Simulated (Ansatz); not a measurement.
Consider the substitution at a C–C bond: `C=CC(C)S` + H–F → `C=CC(F)S` + CH₄.

Gas-phase electronic energies from Ansatz, PBE0-D4/def2-TZVP geometries. CCSD(T)/CBS adds triple-zeta CCSD(T) − MP2 to the extrapolated MP2 energy (def2 sets, frozen cores). This one scheme is used for every species. DFT in def2-TZVPP. B3LYP here is the variant with VWN-RPA as its local correlation; programs differ in this. One conformer a species, not always the lowest.

`C=CC(C)S`:

```xyz
13

C     0.858    1.483    0.584
C    -0.183    1.130   -0.157
C    -0.737   -0.251   -0.283
C    -0.105   -1.293    0.617
S    -0.712   -0.751   -2.044
H     1.203    2.510    0.605
H     1.402    0.773    1.196
H    -0.692    1.880   -0.757
H    -1.814   -0.206   -0.082
H    -0.205   -1.006    1.668
H    -0.586   -2.260    0.471
H     0.958   -1.411    0.395
H     0.612   -0.599   -2.213
```

H–F:

Z-matrix (Å, degrees):
```
F
H 1 0.920
```

`C=CC(F)S`:

```xyz
10

C    -1.203   -0.282    0.935
C    -0.050    0.289    0.622
C     0.917   -0.269   -0.361
F     0.529   -1.521   -0.776
S     1.159    0.840   -1.768
H    -1.504   -1.223    0.491
H    -1.875    0.178    1.649
H     0.253    1.231    1.068
H     1.915   -0.366    0.081
H    -0.143    1.122   -1.940
```

CH₄:

Z-matrix (Å, degrees):
```
C
H 1 1.090
H 1 1.090 2 109.5
H 1 1.090 2 109.5 3 -120.0
H 1 1.090 2 109.5 3 120.0
```

| level | ΔE (kcal/mol) | difference from CCSD(T)/CBS |
| --- | --- | --- |
| PBE-D4 | 5.0 | -4.2 |
| r2SCAN-D4 | 4.0 | -5.2 |
| PBE0-D4 | 6.6 | -2.6 |
| B3LYP-D4 | 4.5 | -4.7 |
| ωB97X-V | 4.8 | -4.4 |
| ωB97M-V | 5.4 | -3.8 |
| B2PLYP | 5.0 | -4.2 |
| PBE | 3.5 | -5.7 |
| r2SCAN | 3.6 | -5.6 |
| PBE0 | 5.3 | -3.9 |
| B3LYP | 2.2 | -7.0 |
| HF/def2-TZVPP | 2.8 | -6.4 |
| MP2/def2-TZVPP | 10.9 | 1.7 |
| SCS-MP2/def2-TZVPP | 8.7 | -0.5 |
| CCSD/def2-TZVPP | 7.7 | -1.5 |
| CCSD(T)/def2-TZVPP | 8.1 | -1.1 |
| HF/def2-QZVPP | 2.9 | -6.3 |
| MP2/def2-QZVPP | 11.5 | 2.3 |
| SCS-MP2/def2-QZVPP | 9.4 | 0.2 |
| HF/CBS(def2) | 3.0 | -6.2 |
| MP2/CBS(def2) | 11.9 | 2.7 |
| CCSD/CBS(def2) | 8.8 | -0.4 |
| CCSD(T)/CBS | 9.2 | 0 |

Largest T1 diagnostic among the species: 0.012.

The D4 term adds +2.3 kcal/mol with B3LYP and +1.3 kcal/mol with PBE0; it sums over pairs of atoms, weighted by their polarisabilities, and B3LYP, whose exchange is more repulsive, gets the larger term. In def2-TZVPP, CCSD(T) changes the Hartree–Fock value by +5.3 kcal/mol (the triples alone add +0.4 kcal/mol) and MP2 by +8.1 kcal/mol.
